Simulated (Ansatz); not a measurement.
We consider cubic perovskite KTaO₃, described by r²SCAN (plane waves, PAW; Ansatz, an electronic-structure program).

Run with plane-wave cutoff 560 eV, 8×8×8 k mesh, Fermi–Dirac smearing 0.01 eV, scalar-relativistic PAW data made under PBE.

Energies at three volumes about the minimum:

```json
[
 {"V (Å³/atom)": "12.452", "E − E_lowest (meV/atom)": "3.44"},
 {"V (Å³/atom)": "12.706", "E − E_lowest (meV/atom)": "0.00"},
 {"V (Å³/atom)": "12.960", "E − E_lowest (meV/atom)": "3.20"}
]
```

### Question
Fit a parabola by hand: where is the minimum, what lattice constant follows, and what is the bulk modulus?

### Answer
Slopes: (0.00 − 3.44)/(12.706 − 12.452) = -13.543 and (3.20 − 0.00)/(12.960 − 12.706) = 12.598 meV/Å³. Curvature E″ = 2 × (12.598 − (-13.543))/(12.960 − 12.452) = 102.917 meV/Å⁶. From the middle of the first interval, the slope vanishes at V0 = 12.5790 − (-13.543)/102.917 = 12.711 Å³/atom. B = V0 E″ = 12.711 × 102.917 meV/Å³ × 0.1602 GPa per meV/Å³ = 210 GPa. With 5 atoms in the cube, a = (5 × 12.711)^(1/3) = 3.991 Å. The full Birch–Murnaghan fit to all volumes gives V0 = 12.706 Å³/atom and B0 = 209 GPa.

Measured, for comparison: bulk modulus 220 GPa (temperature not stated, no zero-point or thermal correction; as tabulated in Tinte et al. (1998), arXiv:cond-mat/9809379). Computed less measured: bulk modulus -5 %.

Note: the relaxation could not lower the start's symmetry, so the cell can be a saddle point above a distorted one.
